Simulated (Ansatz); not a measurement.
**GeH, quartet: reading a ladder of total energies**

Geometry: a PBE0/def2-TZVP stationary point for this spin. The doublet lies 1.8 eV lower here.

```yaml
atoms:
  - { symbol: Ge, position_ang: [0.0000, 0.0000, 0.0000] }
  - { symbol: H, position_ang: [0.0000, 0.0000, 1.5719] }
```

Basis cc-pVTZ; Ansatz 0.2.0. Only valence electrons are correlated (noble-gas cores and the filled d shells of p-block atoms frozen), which leaves 5 electrons in 43 orbitals. R marks a restricted (for open shells ROHF) determinant. No spin–orbit coupling is included, and no scalar relativity.

Full CI is exact within this basis and frozen core; it isn't the basis-set limit.

Runs differ by some tens of microhartree through their thresholds and, for an open shell, their frozen cores, so steps under 0.03 kcal/mol mean nothing.

```
    level  total energy (hartree)
      RHF            -2075.886892
     RMP2            -2075.947696
    RCCSD            -2075.964183
 RCCSD(T)            -2075.966763
   RCCSDT            -2075.967402
RCCSDT(Q)            -2075.967457
  full CI            -2075.967423
```

**Question.** What is the correlation energy at full CI, and what share of it do RMP2 and RCCSD(T) recover?

**Answer.** E(corr) = -2075.967423 − (-2075.886892) = -0.080531 hartree = -2.191 eV. RMP2: -0.060804 / -0.080531 = 75.50 %. RCCSD(T): -0.079871 / -0.080531 = 99.18 %.

**Question.** By how many kcal/mol does RCCSD(T) miss full CI (1 hartree = 627.509 kcal/mol), and which steps make up the rest?

**Answer.** -2075.966763 − (-2075.967423) = 0.000660 hartree = 0.41 kcal/mol. Steps: RCCSDT − RCCSD(T) = -0.40, RCCSDT(Q) − RCCSDT = -0.03, full CI − RCCSDT(Q) = 0.02 kcal/mol. That is within 1 kcal/mol of the reference in this basis, which itself misses far more of the correlation at the basis-set limit.
